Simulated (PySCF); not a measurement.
Molecule: SMILES [O+]#CCC(F)F, [C3H3F2O]+.

Bonds (- single, = double, # triple, : aromatic): O1#C2 1.116 Å, C2-C3 1.421 Å, C3-C4 1.573 Å, C4-F5 1.333 Å, C4-F6 1.319 Å. C3 carries H7, H8; C4 carries H9. Formal charges: O1 +1.

Total charge +1.

Geometry PBE0-D3(BJ)/def2-SVP throughout; GIAO in PySCF 2.14, gas phase, one conformer, non-relativistic; equivalent atoms averaged; basis pcSseg-2.

For orientation, BLYP gives these shifts δ (against H2O, TMS, CFCl3 at the same level): O1 368.0, C2 155.0, C4 122.1, C3 22.4, F5/F6 -98.4, H9 7.10, H7/H8 4.45 ppm.

A run gave: O1 363.1, C2 167.6, C4 98.6, C3 21.1, F5/F6 -84.9, H9 6.25, H7/H8 4.35 ppm (shifts δ (against H2O, TMS, CFCl3 at the same level)).

Task: Which functional was used in that run?
A. PBE0
B. wB97X-D
C. BHandHLYP
D. HF
E. PBE

Result: D. C4 tells them apart best: HF gives 98.6, wB97X-D gives 115.1, BHandHLYP gives 110.1, PBE0 gives 115.7, PBE gives 121.8 ppm.
